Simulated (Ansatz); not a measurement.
The same path of CH4BCl (7 atoms, charge 0, multiplicity 1) was run twice with different band settings. The coordinate that changes most is the dihedral H4–C1–B2–Cl3.

All numbers below come from Ansatz, RKS B3LYP-D4/cc-pVDZ.

Relaxed end points:

```xyz
7
Properties=species:S:1:pos:R:3
C -0.621 0.326 -0.125
B 0.782 -0.311 0.081
Cl 0.981 -1.884 0.877
H -1.465 -0.269 0.253
H -0.775 0.528 -1.203
H -0.640 1.324 0.354
H 1.799 0.219 -0.283
```

```xyz
7
Properties=species:S:1:pos:R:3
C -0.610 0.324 -0.178
B 0.742 -0.308 0.258
Cl 1.254 -1.900 -0.330
H -1.202 0.585 0.720
H -1.221 -0.301 -0.844
H -0.410 1.292 -0.676
H 1.508 0.240 1.004
```

Common settings: movable images 7; climbing image yes; spring 5.0 eV/Å²; optimiser quadratic models (default); start path through a guess of the saddle point; force threshold 0.05 eV/Å; end points relaxed.

| run | iteration limit |
| --- | --- |
| 1 | 60 |
| 2 | 6 |

Q: What does each run give, and how far can it be trusted?

A: Run 1: converged after 8 iterations, highest image 0.022 eV above the first end. A vibrational analysis at the climbing image gives one clearly imaginary mode, 127i cm⁻¹: a first-order saddle point.
Run 2: not converged after 6 iterations, highest image 0.023 eV above the first end. The band didn't meet its force threshold, so its energies are provisional: the largest band force was still 0.21 eV/Å, and over the last iterations the top moved between 0.02 and 0.06 eV.
